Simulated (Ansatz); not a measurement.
Reactions of C₂H₄F₂O₂, SMILES `OCOC(F)F`.

Gas-phase electronic energies from Ansatz, PBE0-D4/def2-TZVP geometries. CCSD(T)/CBS adds triple-zeta CCSD(T) − MP2 to the extrapolated MP2 energy (def2 sets, frozen cores). This one scheme is used for every species, atoms too. For atomizations the MP2-based limit and the directly extrapolated one differ by several kJ/mol either way, and by 10 to 25 for some Ge, Se and Sn compounds, so smaller differences from it don't rank the levels. No spin–orbit coupling; open shells (•) take unrestricted orbitals. Spin–orbit coupling would lower the free atoms: a little for C, F, O. Each species was taken in one conformer, which may not be the lowest.

Order these by ΔE at CCSD(T)/CBS, lowest first. (Estimate.)
A. `OCOC(F)F` → `OC(F)OCF`
B. `OCOC(F)F` → `OCC(O)(F)F`
C. `OCOC(F)F` → 2 C• + 2 F• + 4 H• + 2 O•
D. `OCOC(F)F` → `F[C]F` + `OCO`
E. `OCOC(F)F` + CH₄ → `CC(F)OCO` + H–F

B (-9.2 kcal/mol), E (-3.5 kcal/mol), A (-0.2 kcal/mol), D (+60.2 kcal/mol), C (+940.3 kcal/mol).

Largest T1 diagnostic: 0.017, for `F[C]F`.
